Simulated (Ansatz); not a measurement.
Cartesian coordinates (Å):
```xyz
5

C      0.0000     0.0000     0.0000
H     -0.6222    -0.7709    -0.4527
H     -0.4079     0.2708     0.9729
H      0.0161     0.8782    -0.6441
H      1.0139    -0.3781     0.1239
```
Charge 0, multiplicity 1.

Method: frozen-core CCSD(T)/cc-pVTZ // B3LYP-D3(BJ)/def2-TZVP run with Ansatz (a first-principles code).

```yaml
HF energy: -40.21333 Ha
MP2 correlation energy: -0.19830 Ha
```

Estimate the CCSD correlation energy, the (T) correction, the total energy and the T1 diagnostic.


| Item | Result |
|---|---|
| CCSD correlation energy | -0.21848 Ha |
| (T) correction | -0.00628 Ha |
| CCSD(T) total energy | -40.43810 Ha |
| T1 diagnostic | 0.007 |
